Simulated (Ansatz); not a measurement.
**SiH4+ (quartet): from Hartree-Fock to the top rungs, def2-TZVPP**

The task here is to estimate one member of a computed series from the others.

Computed with Ansatz 0.2.0, Gaussian basis. Level: def2-TZVPP, core rule «outside noble gas», up to 5 orbitals frozen.

Plan: UHF; ROHF; CCSD(T) on UHF.

## The system

The geometry is a PBE0/def2-TZVP stationary point (not a proven minimum) of the parent state, kept for this charge and spin.

5 atoms, charge 1, spin multiplicity 4.

Atoms are counted from 1 here; the program's logs count them from 0.

Bond lengths: Si1–H2 1.538 Å, Si1–H3 1.538 Å, Si1–H4 1.538 Å, Si1–H5 1.538 Å. Angles: H2–Si1–H3 90.0°, H2–Si1–H4 90.0°, H2–Si1–H5 180.0°, H3–Si1–H4 180.0°, H3–Si1–H5 90.0°, H4–Si1–H5 90.0°.

The first run:

The input, in.yaml:

```yaml
crystal:
  periodic: [false, false, false]
  atoms:
    - {symbol: Si, position_ang: [0.000000, 0.000000, 0.000000]}
    - {symbol: H, position_ang: [-0.011166, 1.090859, 1.083779]}
    - {symbol: H, position_ang: [-0.016843, -1.083830, 1.090736]}
    - {symbol: H, position_ang: [0.016843, 1.083830, -1.090736]}
    - {symbol: H, position_ang: [0.011166, -1.090859, -1.083779]}
basis:
  gaussian: {orbitals: def2-TZVPP}
total_charge: 1
magnetization: {spin_polarized: true, initial_magnetization: 3}
hamiltonian: {xc: hf}
output: {orbitals: {seedname: orbitals}}
```

Started as:

```bash
> ansatz run in.yaml --threads 1 --pin off --events-out ev --progress --plain --max-ram 2816MiB --backend cpu
```

Among the steps run: UHF; ROHF; CCSD(T) on UHF.

One table of the session follows, with a row left open; its other results are not shown here.

| method | from UCCSD(T) (meV) |
| --- | --- |
| ROHF | +3748.4 |
| UHF | +3680.2 |
| UMP2 | +847.5 |
| UCCSD | ? |
| UCCSD(T) | 0 |

Q: Estimate the row for UCCSD from the others.

As computed: from UCCSD(T) (meV): +123.3. In the column «from UCCSD(T) (meV)» it lies between UCCSD(T) (0) and UMP2 (+847.5).
